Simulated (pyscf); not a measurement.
methane (CH₄) + HO–ZnH → H₃C–ZnH + water (H₂O), a four-centre exchange (singlet surface; C–H, O–Zn broken, C–Zn, H–O formed). Single points on ωB97X-D3(BJ)/def2-SVP structures (PySCF, gas phase). Energies in kcal/mol from the separated reactants.

Small-basis levels: PySCF, no dispersion term, spherical d functions. AM1 to PM7: differences of heats of formation from MOPAC, which are fitted to 298 K values and so differ in kind from electronic energies by zero-point and thermal terms. Cost: rough CPU time at the saddle relative to B3LYP/6-31G*+LANL2DZ, from one job on a shared machine.

| level | barrier | reaction energy | cost |
|---|---|---|---|
| HF/STO-3G | 98.2 | +55.9 | 0.06 |
| MP2/6-31G*+LANL2DZ | 37.9 | +25.3 | 0.09 |
| BP86/6-31G*+LANL2DZ | 26.9 | +23.6 | 1 |
| B3LYP/STO-3G | 69.8 | +55.1 | 3 |
| B3LYP/3-21G | 23.9 | +35.1 | 0.7 |
| M06-2X/6-31G*+LANL2DZ | 26.7 | +21.7 | 2 |
| PM3 | 25.4 | -13.3 | under 0.02 |
| ωB97M-D3(BJ)/def2-TZVP | 34.6 | +16.7 | – |

Against the last row the barrier runs from -10.7 (B3LYP/3-21G) to +63.6 kcal/mol (HF/STO-3G). At B3LYP/3-21G this geometry lies under one side, so the entry may be no barrier of that level: it is a single point on another level's saddle. ωB97M-D3(BJ)/def2-TZVP has limits of its own. On the product side the descent ends in a complex, 7.8 kcal/mol under the separated species and 25.0 kcal/mol under the saddle at ωB97X-D3(BJ)/def2-TZVP. This is the saddle that the search found; another between the same sides may lie lower. In the def2 sets elements up to Kr have no core potential.
